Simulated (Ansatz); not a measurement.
Below is the output of a Python script on the Ansatz DFT code, driven from Python that makes a single point in a Gaussian basis of C4H7NO, SMILES CNC=CC=O. Write a script that gives it. Settings: B3LYP, def2-SVPD basis, multiplicity 1.

```
atom    x (Å)    y (Å)    z (Å)
   C   0.6610  -2.2500   0.1020
   N   0.8294  -0.7784   0.0367
   C  -0.1883   0.1588  -0.1695
   C   0.0241   1.4842   0.0483
   C  -1.1988   2.3501  -0.2256
   O  -1.1354   3.5807  -0.0145
   H   0.0505  -2.5409  -0.7645
   H   0.1268  -2.4606   1.0044
   H   1.5771  -2.7115   0.1134
   H   1.6597  -0.4420   0.5584
   H  -1.0945  -0.2794  -0.4991
   H   0.8753   1.9546   0.4235
   H  -2.1665   1.8997  -0.5987
```

Output of `python run_energy.py`:
```text
reference energy     -7792.896497 eV
total energy         -7792.896497 eV
occupied orbitals outside the frozen core (up, down): [23, 23]  frozen: 0  virtual: [156, 156]
mean field: -286.3836641 Ha, <S^2> = 0.0000, stability: minimum
Alpha     -15.617 eV  occupation 2
Alpha     -14.229 eV  occupation 2
Alpha     -13.491 eV  occupation 2
Alpha     -12.821 eV  occupation 2
Alpha     -12.281 eV  occupation 2
Alpha     -11.701 eV  occupation 2
Alpha     -11.316 eV  occupation 2
Alpha     -10.887 eV  occupation 2
Alpha     -10.320 eV  occupation 2
Alpha      -9.270 eV  occupation 2
Alpha      -6.609 eV  occupation 2
Alpha      -6.192 eV  occupation 2
Alpha      -1.191 eV  occupation 0
Alpha       0.047 eV  occupation 0
Alpha       0.503 eV  occupation 0
Alpha       0.679 eV  occupation 0
Alpha       1.089 eV  occupation 0
Alpha       1.695 eV  occupation 0
Alpha       1.912 eV  occupation 0
Alpha       2.362 eV  occupation 0
Alpha       2.612 eV  occupation 0
Alpha       2.934 eV  occupation 0
Alpha       3.014 eV  occupation 0
Alpha       3.381 eV  occupation 0
Alpha       3.550 eV  occupation 0
Alpha       3.608 eV  occupation 0
```

One script that gives this output:

Script `run_energy.py`:
```python
from pathlib import Path

import ansatz

GEOMETRY = """
C     0.66100   -2.25000    0.10200
N     0.82940   -0.77840    0.03670
C    -0.18830    0.15880   -0.16950
C     0.02410    1.48420    0.04830
C    -1.19880    2.35010   -0.22560
O    -1.13540    3.58070   -0.01450
H     0.05050   -2.54090   -0.76450
H     0.12680   -2.46060    1.00440
H     1.57710   -2.71150    0.11340
H     1.65970   -0.44200    0.55840
H    -1.09450   -0.27940   -0.49910
H     0.87530    1.95460    0.42350
H    -2.16650    1.89970   -0.59870
"""


def main() -> None:
    mol = ansatz.Crystal.molecule()
    for line in GEOMETRY.strip().splitlines():
        symbol, *xyz = line.split()
        mol = mol.atom(symbol, [float(v) for v in xyz])

    setup = (
        mol.calculation()
        .basis(gaussian="def2-SVPD")
        .functional("B3LYP")
        .orbitals()
    )
    outcome = setup.run(threads=1, runs_dir="out")
    summary = outcome.report

    print("reference energy %16.6f eV" % summary["reference_energy_ev"])
    print("total energy     %16.6f eV" % summary["free_energy_ev"])
    print("occupied orbitals outside the frozen core (up, down):", summary["n_occupied"], " frozen:", summary["n_frozen"], " virtual:", summary["n_virtual"])

    state = summary["mean_field"]["state"]
    print(f"mean field: {state['energy']['hartree']:.7f} Ha, <S^2> = {abs(state['spin_squared']):.4f}, stability: {state.get('stability', {}).get('kind')}")

    lines = Path(summary["orbitals_path"]).read_text().splitlines()
    field_of = lambda key: [line.split("=")[1].strip() for line in lines if line.startswith(key)]
    orbitals = [(27.211386 * float(e), s, float(n)) for e, s, n in zip(field_of("Ene="), field_of("Spin="), field_of("Occup="))]
    homo = max(e for e, _, n in orbitals if n > 0.5)
    lumo = min(e for e, _, n in orbitals if n < 0.5)
    for e, spin, n in sorted(orbitals):
        if homo - 10 < e < lumo + 5:
            print(f"{spin:6s} {e:10.3f} eV  occupation {n:.0f}")


if __name__ == "__main__":
    main()
```

Notes:
- Total energies depend on the basis set; only differences at equal settings carry meaning.
- The geometry is a force-field or estimated start, not a minimum of this method, and the basis set is short of its limit.
- Alpha marks a spatial orbital of a restricted run, filled by both spins.
- b3lyp holds the VWN-RPA fit, as in Gaussian; the form of ORCA and Turbomole is b3lyp5.
- Levels such as HOMO and LUMO are orbital energies: with these approximate functionals they aren't the ionisation energy and electron affinity, and their gap isn't the fundamental gap.
- Finished in 8.4 s on 1 thread of Arm Neoverse V2, with other jobs on the host, peak memory 0.45 GiB.
